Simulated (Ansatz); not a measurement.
A made-up structure of CH₄NSi (charge +1), closed shell:

```
7
angstrom
N -0.6652 0.2589 -0.5307
C 0.1448 0.2767 0.2353
Si 1.6540 -0.3509 -0.0470
H -0.6231 -0.2297 -1.5020
H -1.3980 0.7199 -0.1935
H -0.0251 0.8589 1.2546
H 0.9126 -1.5337 0.7833
```

It is relaxed with PBE-D4/def2-SVP and then PBE0-D4/def2-TZVP (Ansatz 0.2.0). Atoms count as bonded within 1.22 times the sum of their covalent radii (H–H: 0.88 Å). The end point is not checked to be a true minimum.

(1) Does its bonding change? (Judge from chemistry; the calculation decides.)

Answers

(1) Computed: No: no bond forms or breaks.

Where it ends: The first stage lowers the energy by 3.54 eV in 9 steps. It ends as CH₄NSi ([NH2][CH][SiH]), total charge +1:
```json
{"atom": "N1", "x (Å)": "-0.8270", "y (Å)": "0.3599", "z (Å)": "-0.5981"}
{"atom": "C2", "x (Å)": "0.1546", "y (Å)": "0.2444", "z (Å)": "0.2279"}
{"atom": "Si3", "x (Å)": "1.8898", "y (Å)": "-0.5298", "z (Å)": "0.1374"}
{"atom": "H4", "x (Å)": "-0.8207", "y (Å)": "-0.0743", "z (Å)": "-1.5137"}
{"atom": "H5", "x (Å)": "-1.6674", "y (Å)": "0.8794", "z (Å)": "-0.3676"}
{"atom": "H6", "x (Å)": "-0.0006", "y (Å)": "0.7830", "z (Å)": "1.1725"}
{"atom": "H7", "x (Å)": "1.2712", "y (Å)": "-1.6625", "z (Å)": "0.9415"}
```

Labels in which every atom is bracketed show which atoms are joined, not bond orders.

For scale, one of the runs: PBE0-D4/def2-TZVP relaxation, 123 basis functions, launched by `ansatz run in.yaml --threads 2 --pin off --events-out ev --progress --plain --max-ram 4352MiB`. The run took about 18 s on 2 CPU threads of an Arm Neoverse V1 (shared host).
